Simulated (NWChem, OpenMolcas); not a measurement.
## SiH3 (silyl radical): the vertical energy of the quartet above the doublet, rung by rung

The species is SiH3 (4 atoms), meant as a doublet with charge 0. SMILES: `[SiH3]`. Geometry: relaxed at GFN2-xTB.

```xyz
4

Si    0.2066   -0.0189   -0.1151
H     0.5871    0.6618    1.1056
H    -0.1950   -1.4016    0.0434
H    -0.5987    0.7587   -1.0339
```

Quantity: the vertical energy of the quartet above the doublet, in eV. The values are calculated.

```
                            level                   kind     program  value (eV)  less FCI/3-21G  CPU time (all runs)
               CASSCF(3,3)/STO-3G         multireference  OpenMolcas       12.60           +3.21                3.8 s
                CASPT2(7,7)/3-21G         multireference  OpenMolcas        9.48           +0.09                3.5 s
                CASSCF(3,3)/3-21G         multireference  OpenMolcas        9.60           +0.21                3.7 s
                CASSCF(7,7)/3-21G         multireference  OpenMolcas        9.51           +0.12                3.4 s
         MC-PDFT[tPBE](7,7)/3-21G         multireference  OpenMolcas        9.51           +0.12                3.7 s
             SC-NEVPT2(7,7)/3-21G         multireference  OpenMolcas        9.48           +0.09                  4 s
UCC2/6-31G* (Cartesian functions)  coupled cluster or CI      NWChem        9.35           -0.04                3.5 s
                       FCI/STO-3G     exact in the basis  OpenMolcas       12.29           +2.90                3.5 s
                        FCI/3-21G     exact in the basis  OpenMolcas        9.39            0.00                 23 s
```

FCI/3-21G is exact within its basis and frozen core, so for wave-function methods in that basis the difference is their error. The values span 9.35 to 12.60 eV. High-level rows in very small sets aren't better than simpler rows in larger ones. Times are those of the runs behind each value, whatever else they computed, on shared processors of several kinds: orders of magnitude only.
